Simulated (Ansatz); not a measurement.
All values below come from B3LYP-D3(BJ)/def2-TZVP (Ansatz, a quantum-chemistry and plane-wave program). No frequencies were computed at this level.

Ansatz 0.2 input:
```yaml
crystal:
  periodic: [false, false, false]
  atoms:
    - { symbol: C, position_ang: [-0.50885, 0.004853, 0.091724] }
    - { symbol: C, position_ang: [0.737677, -0.007083, 0.41841] }
    - { symbol: O, position_ang: [1.861429, -0.017759, 0.713448] }
    - { symbol: H, position_ang: [-1.024378, -0.900225, -0.161328] }
    - { symbol: H, position_ang: [-1.065875, 0.920217, 0.063469] }
basis:
  gaussian: { orbitals: def2-tzvp }
hamiltonian:
  xc: b3lyp
  dispersion: d3bj
relax:
  max_steps: 150
```

Output:

```
Functional definition: B3LYP
599 factors; their error is unknown
mean field evaluation 1: about -4148.6676 eV, gradient 5.4e1 eV
mean field evaluation 2: about -4146.9816 eV, gradient 5.9e1 eV
mean field evaluation 4: about -4154.2831 eV, gradient 4.3e0 eV
mean field evaluation 8: about -4154.3268 eV, gradient 3.2e-1 eV
mean field -4154.32689962 eV, -152.6686976570 hartree, gradient 4.7e-5 eV, S^2 0.000000; 0 other end points of the search recorded, 0 dependent functions left out
reference -4154.32708623 eV, -152.6687045147 hartree; 11, 11 occupied and 94, 94 virtual orbitals, 599 factors
relax step   1: F+E_penalty+E_count = -4154.42629888 eV  Δ(F+E_penalty+E_count) = +0.000e0 eV  max|allowed force component| = 1.272e0 eV/Å  Δτ_max = 0.0000 Å  (26 SCF iters, accepted)
these checks for a lower state are left out or cut short: starts, cluster_reference, orbital_swaps, neighbouring_geometries, increment
599 factors; their error is unknown
mean field evaluation 16: about -4154.3302 eV, gradient 1.8e0 eV
mean field -4154.34135777 eV, -152.6692289844 hartree, gradient 7.0e-6 eV, S^2 0.000000; 0 other end points of the search recorded, 0 dependent functions left out
reference -4154.34154471 eV, -152.6692358541 hartree; 11, 11 occupied and 94, 94 virtual orbitals, 599 factors
relax step   2: F+E_penalty+E_count = -4154.44060984 eV  Δ(F+E_penalty+E_count) = -1.431e-2 eV  max|allowed force component| = 4.166e-1 eV/Å  Δτ_max = 0.0097 Å  (33 SCF iters, accepted)
these checks for a lower state are left out or cut short: starts, cluster_reference, orbital_swaps, neighbouring_geometries, increment
599 factors; their error is unknown
mean field -4154.34392009 eV, -152.6693231478 hartree, gradient 7.0e-6 eV, S^2 0.000000; 0 other end points of the search recorded, 0 dependent functions left out
reference -4154.34410739 eV, -152.6693300309 hartree; 11, 11 occupied and 94, 94 virtual orbitals, 599 factors
relax step   3: F+E_penalty+E_count = -4154.44315973 eV  Δ(F+E_penalty+E_count) = -2.550e-3 eV  max|allowed force component| = 8.618e-2 eV/Å  Δτ_max = 0.0116 Å  (33 SCF iters, accepted)
these checks for a lower state are left out or cut short: starts, cluster_reference, orbital_swaps, neighbouring_geometries, increment
599 factors; their error is unknown
mean field evaluation 32: about -4154.3444 eV, gradient 3.1e-1 eV
mean field -4154.34448137 eV, -152.6693437745 hartree, gradient 6.9e-6 eV, S^2 0.000000; 0 other end points of the search recorded, 0 dependent functions left out
reference -4154.34466887 eV, -152.6693506649 hartree; 11, 11 occupied and 94, 94 virtual orbitals, 599 factors
relax step   4: F+E_penalty+E_count = -4154.44376042 eV  Δ(F+E_penalty+E_count) = -6.007e-4 eV  max|allowed force component| = 8.928e-2 eV/Å  Δτ_max = 0.0097 Å  (33 SCF iters, accepted)
these checks for a lower state are left out or cut short: starts, cluster_reference, orbital_swaps, neighbouring_geometries, increment
599 factors; their error is unknown
mean field -4154.34453073 eV, -152.6693455886 hartree, gradient 6.9e-6 eV, S^2 0.000000; 0 other end points of the search recorded, 0 dependent functions left out
reference -4154.34471820 eV, -152.6693524779 hartree; 11, 11 occupied and 94, 94 virtual orbitals, 599 factors
relax step   5: F+E_penalty+E_count = -4154.44381791 eV  Δ(F+E_penalty+E_count) = -5.749e-5 eV  max|allowed force component| = 2.534e-3 eV/Å  Δτ_max = 0.0007 Å  (34 SCF iters, accepted)
599 factors; their error is unknown
mean field evaluation 64: about -4154.3445 eV, gradient 4.7e-5 eV
mean field -4154.34453073 eV, -152.6693455886 hartree, gradient 6.9e-6 eV, S^2 0.000000; 1 other end points of the search recorded, 0 dependent functions left out
reference -4154.34471820 eV, -152.6693524779 hartree; 11, 11 occupied and 94, 94 virtual orbitals, 599 factors
Total energy: -4154.44400538 eV, -152.6730012144 hartree
Atom 0 at    -0.524053     0.005011     0.087643 Å, force     0.002534     0.000002     0.000720 eV/Å
Atom 1 at     0.741428    -0.007098     0.419630 Å, force    -0.002072     0.000026    -0.000376 eV/Å
Atom 2 at     1.862791    -0.017815     0.713834 Å, force     0.000315    -0.000024    -0.000032 eV/Å
Atom 3 at    -1.018860    -0.920404    -0.162573 Å, force    -0.000342    -0.001206    -0.000300 eV/Å
Atom 4 at    -1.061303     0.940309     0.067190 Å, force    -0.000435     0.001202    -0.000013 eV/Å
Dipole moment:    -0.296093     0.002828    -0.077663 e Å
```

Cost: very roughly 7 core-seconds.
